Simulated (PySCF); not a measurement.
**Molecular orbitals of Mg₂**

PBE0 at R = 3.631 Å; basis Mg def2-TZVP; no relativity; PySCF 2.14. State: ¹Σg⁺ (singlet), closed shell. Only the outer orbitals are listed.

| orbital | occ. | ε (eV) | main shells (%) |
| --- | --- | --- | --- |
| πu | 2 | -50.80 | 100 p |
| πu | 2 | -50.80 | 100 p |
| πg | 2 | -50.80 | 100 p |
| πg | 2 | -50.80 | 100 p |
| σg | 2 | -50.79 | 100 p |
| σu | 2 | -50.79 | 100 p |
| σg | 2 | -6.22 | 95 s |
| σu | 2 | -4.81 | 93 s |
| σg | 0 | -1.32 | 94 p |
| πu | 0 | -1.19 | 98 p |
| πu | 0 | -1.19 | 98 p |

Question: Which are the highest filled and the lowest empty level, where do they sit, and how wide is the gap?

Answer: Highest filled σu at -4.81 eV (in %: 93 s); lowest empty σg at -1.32 eV (in %: 94 p); the gap at PBE0 is 3.49 eV.

```json
{
  "bond order (Mayer)": "0.42",
  "⟨S²⟩": "0.000",
  "polarisability along the bond": "244.6 bohr³",
  "polarisability across the bond": "121.1 bohr³"
}
```

Closed-shell solutions of metal pairs were not tested for spin polarisation, which can lower them a little.
